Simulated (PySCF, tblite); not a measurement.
A database entry of computed molecular properties. Lists by class give the value and the number of equivalent atoms.

```json
{
 "formula": "C3H5NO",
 "smiles": "C/N=C\\[CH][O-]",
 "inchi": "InChI=1S/C3H5NO/c1-4-2-3-5/h2-3H,1H3/q-1/b4-2-",
 "charge": -1,
 "multiplicity": 2,
 "geometry_level": "GFN2-xTB",
 "atoms_angstrom": [
  ["C", -1.444, -0.047, 0.074],
  ["N", -0.529, 0.97, 0.498],
  ["C", 0.773, 0.721, 0.396],
  ["C", 1.447, -0.41, -0.074],
  ["O", 2.704, -0.555, -0.13],
  ["H", -1.345, -0.305, -0.995],
  ["H", -1.343, -0.99, 0.639],
  ["H", -2.463, 0.329, 0.233],
  ["H", 1.395, 1.547, 0.741],
  ["H", 0.814, -1.256, -0.428]
 ],
 "electronic_structure_code": "PySCF",
 "results": {
  "GFN2-xTB geometry": {
   "point_group": "Cs",
   "rotational_constants_GHz": [17.864, 2.867, 2.51]
  },
  "GFN2-xTB harmonic vibrations, gas phase": {
   "strongest_ir_bands_cm-1_km_per_mol_modes": [
    [1384.4, 245.2, 1],
    [1440.4, 251.8, 1],
    [2644.5, 266.4, 1],
    [2757.8, 153.9, 1],
    [2899.1, 179.1, 1],
    [2957.2, 174.7, 1]
   ],
   "zpe_kcal_per_mol": 46.0
  },
  "UKS B3LYP, pcH-1 on C H N O, non-relativistic, mean-field spin-orbit, GIAO": {
   "g_iso": 2.00463,
   "g_tensor": [2.00209, 2.00513, 2.00667],
   "s2": 0.759,
   "a_iso_by_class_MHz": [
    ["1H", 27.2, 3],
    ["17O", -25.8, 1],
    ["14N", 17.0, 1],
    ["1H", -17.0, 1],
    ["13C", -16.5, 1]
   ],
   "spin_populations_mulliken_by_atom": [-0.03, 0.39, 0.08, 0.21, 0.3, 0.04, 0.04, 0.0, -0.01, -0.01]
  }
 }
}
```

At 9.50 GHz, hν = g·μB·B₀ (B₀ the magnetic field) puts the centre of the isotropic spectrum, to first order, at 338.6 mT. ⟨S²⟩ is 0.009 above the pure-spin value S(S + 1) = 0.75.

Whether the extra electron is bound in the gas phase wasn't checked; a finite basis holds it in any case. In GFN2-xTB open shells enter through the occupations alone, without spin polarisation, so single modes can be far off. Hyperfine couplings depend on the geometry, which wasn't re-optimised at a DFT level. The unpaired spin is shared among atoms: the largest Mulliken spin population is 0.39. Couplings of like nuclei are plain means over topologically equivalent atoms, as if these changed places fast (by rotation of a methyl-like group, say); in this geometry the members of some sets differ.

The values belong to the conformer `[CH3:1]/[N:2]=[CH:3]\[CH:4][O-:5]`: N2–C3–C4–O5 180°.
